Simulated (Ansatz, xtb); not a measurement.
# Two isomers of C3H8S2

We compare X, `CSCSC`, a singlet, with Y, `CCSSC`, a singlet. Both are isolated molecules in the gas phase, relaxed with PBE-D3(BJ)/def2-SVP; each stands in its lowest conformer found.

Q: Estimate which is lower in electronic energy at CCSD(T)/def2-SVP + ΔMP2/def2-TZVPP, and by roughly how much.

A: The CCSD(T)/def2-SVP + ΔMP2/def2-TZVPP calculation puts structure Y lower, by 7.2 kcal/mol.

Level by level:

| level | geometry | E(Y) − E(X) (kcal/mol) | departure from the last row (kcal/mol) | job, with rough time for the two |
| --- | --- | --- | --- | --- |
| GFN2-xTB | GFN2-xTB | −18.5 | −11.3 | optimisation, 0.25 s |
| HF/STO-3G | GFN2-xTB | −2.0 | +5.2 | single point, 0.55 s |
| r2SCAN-D4/def2-SVP | GFN2-xTB | −6.4 | +0.8 | single point, 3.5 s |
| PBE-D3(BJ)/def2-SVP | PBE-D3(BJ)/def2-SVP | −6.4 | +0.9 | optimisation, 25 s |
| HF/def2-SVP | PBE-D3(BJ)/def2-SVP | −7.3 | −0.1 | part of the CCSD(T) run |
| MP2/def2-SVP | PBE-D3(BJ)/def2-SVP | −5.4 | +1.9 | part of the CCSD(T) run |
| CCSD(T)/def2-SVP | PBE-D3(BJ)/def2-SVP | −6.1 | +1.1 | single point |
| CCSD(T)/def2-SVP + ΔMP2/def2-TZVPP | PBE-D3(BJ)/def2-SVP | −7.2 |  | single point, 46 s |

As drawn, Y has 1 C–C, 1 S–S in place of 2 C–S.

None of the levels shown reverses the order. The largest departure from CCSD(T)/def2-SVP + ΔMP2/def2-TZVPP is that of GFN2-xTB, 11.3 kcal/mol. The last row adds to CCSD(T) the change of the MP2 difference between the two basis sets, here −1.1 kcal/mol.

With thermal terms from frequencies at re-optimised GFN2-xTB minima (ideal gas, soft modes damped towards free rotors, one conformer each, 298.15 K, 1 atm): the zero-point term adds +0.9 kcal/mol; ΔH is −6.3 and ΔG −6.9 kcal/mol.

The correlated steps freeze 13 core orbitals. Run with Ansatz 0.2.0, xtb 6.7.1; the last row on 2 threads of Intel(R) Xeon(R) Processor @ 2.70GHz on a shared host.
